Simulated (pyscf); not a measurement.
Single points on ωB97X-D3(BJ)/def2-SVP structures (PySCF, gas phase).

### Question
`[OH][Si]([OH])([F])[F]` + `[OH2]` -> `[OH][Si]([OH])([OH])[F]` + `[FH]`
Surface: singlet. Broken: F–Si, H–O. Formed: O–Si, F–H. Give ΔE‡ and ΔE from ωB97M-D3(BJ)/def2-TZVP, relative to the separated reactants.

### Answer
ΔE‡ = 19.5 kcal/mol, ΔE = +9.1 kcal/mol. Zero-point energy shifts the barrier by +1.7 kcal/mol. It is a four-centre exchange, with an imaginary mode of 612i cm⁻¹. On the reactant side the descent ends in an adduct with a O–Si contact, 8.5 kcal/mol over the separated species and 11.0 kcal/mol under the saddle at ωB97X-D3(BJ)/def2-TZVP. On the product side the descent ends in a bound adduct, 8.1 kcal/mol under the separated species and 18.9 kcal/mol under the saddle at ωB97X-D3(BJ)/def2-TZVP. What is counted as formed (O–Si) is already present as a longer contact in the reactant adduct; forming that adduct is a step of its own. One saddle was located; it need not be the lowest between these sides.
